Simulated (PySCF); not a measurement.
Compound: carbonyl fluoride, CF₂O.
Structure used (PBE0-D3(BJ)/def2-SVP), in Å, numbered top down from 1:
```xyz
4
CF2O angstrom
O     -0.3473    1.0568    0.7936
C     -0.0629    0.0280    0.3117
F      0.9437   -0.7310    0.6569
F     -0.6988   -0.5626   -0.6650
```

The calculation used core-valence-separated Tamm–Dancoff BHandHLYP/aug-pcX-1 in PySCF, non-relativistic, gas phase, PBE0-D3(BJ)/def2-SVP geometry. BHandHLYP without relativity tends to put these K edges a few eV too low, so spacings mean more than positions.

The lowest roots of each edge with f over 0.003 (five at most, numbered afresh; weaker and dark ones are left out), with transition dipoles (au) in the frame of the coordinates:

```
root  edge  E (eV)       μx       μy       μz
   1     C  287.69   0.0693   0.0560  -0.0789
   2     C  291.95   0.0103  -0.0368  -0.0168
   3     C  294.64  -0.0850   0.0087  -0.0684
   4     C  295.23   0.0073  -0.0243  -0.0108
   5     C  295.29   0.0455  -0.0053   0.0362
   6     O  530.11   0.0354   0.0286  -0.0404
   7     O  534.27   0.0039  -0.0139  -0.0064
   8     O  536.20  -0.0210   0.0025  -0.0166
   9     O  536.22   0.0051  -0.0203  -0.0097
  10     O  537.85  -0.0070   0.0249   0.0115
  11     F  686.40   0.0177   0.0144  -0.0198
  12     F  686.40  -0.0177  -0.0147   0.0205
  13     F  687.13   0.0303  -0.0188   0.0130
  14     F  687.14   0.0165   0.0166   0.0266
  15     F  689.43  -0.0322   0.0148  -0.0177
```

**Question.** What are the oscillator strengths?

**Answer.** f = (2/3) ΔE |μ|², with ΔE in hartree (27.2114 eV):

| root | ΔE (Eh) | \|μ\|² (au) | f | core hole on |
| --- | --- | --- | --- | --- |
| 1 | 10.5726 | 0.014164 | 0.100 | C2 |
| 2 | 10.7290 | 0.001743 | 0.012 | C2 |
| 3 | 10.8278 | 0.011979 | 0.086 | C2 |
| 4 | 10.8494 | 0.000760 | 0.005 | C2 |
| 5 | 10.8519 | 0.003409 | 0.025 | C2 |
| 6 | 19.4813 | 0.003703 | 0.048 | O1 |
| 7 | 19.6340 | 0.000249 | 0.003 | O1 |
| 8 | 19.7049 | 0.000723 | 0.009 | O1 |
| 9 | 19.7058 | 0.000532 | 0.007 | O1 |
| 10 | 19.7657 | 0.000801 | 0.011 | O1 |
| 11 | 25.2247 | 0.000913 | 0.015 | F3/F4 |
| 12 | 25.2248 | 0.000950 | 0.016 | F3/F4 |
| 13 | 25.2516 | 0.001441 | 0.024 | F3/F4 |
| 14 | 25.2520 | 0.001255 | 0.021 | F3/F4 |
| 15 | 25.3360 | 0.001569 | 0.027 | F3/F4 |

**Question.** What is the unit vector of the normal of the molecular plane, and which share of each root's |μ|² lies along it?

**Answer.** (0.58, 0.47, -0.66), up to sign.

```
root  core hole on  share along it  final orbital under reflection in the plane
   1            C2            1.00                                          odd
   2            C2            0.00                                         even
   3            C2            0.00                                         even
   4            C2            0.00                                         even
   5            C2            0.00                                         even
   6            O1            1.00                                          odd
   7            O1            0.00                                         even
   8            O1            0.00                                         even
   9            O1            0.00                                         even
  10            O1            0.00                                         even
  11         F3/F4            1.00                                          odd
  12         F3/F4            1.00                                          odd
  13         F3/F4            0.00                                         even
  14         F3/F4            0.00                                         even
  15         F3/F4            0.00                                         even
```

The 1s orbitals of atoms in the plane are even under the reflection, so light polarised along the normal reaches odd orbitals alone (the out-of-plane π set) and light polarised in the plane even ones.

**Question.** For fixed molecules, how does the intensity of root 1 change when the electric field is turned 45° away from the normal of the molecular plane?

**Answer.** Intensity goes as (E·μ)², and μ lies along that direction, so it falls to cos²45° = 0.50 of its maximum; it vanishes at 90°.

**Question.** Molecules are fixed in this frame and the field points along z. What effective strengths 3 f cos²θ do the roots have (θ between field and μ)?

**Answer.** root 1 (C2): 0.132, root 2 (C2): 0.006, root 3 (C2): 0.101, root 4 (C2): 0.003, root 5 (C2): 0.028, root 6 (O1): 0.064, root 7 (O1): 0.002, root 8 (O1): 0.011, root 9 (O1): 0.004, root 10 (O1): 0.005, root 11 (F3/F4): 0.020, root 12 (F3/F4): 0.021, root 13 (F3/F4): 0.009, root 14 (F3/F4): 0.036, root 15 (F3/F4): 0.016. Root 1 is the strongest. Averaged over all orientations cos²θ is 1/3, which gives f back. For degenerate partners only the sum has meaning, as the program may mix them freely.

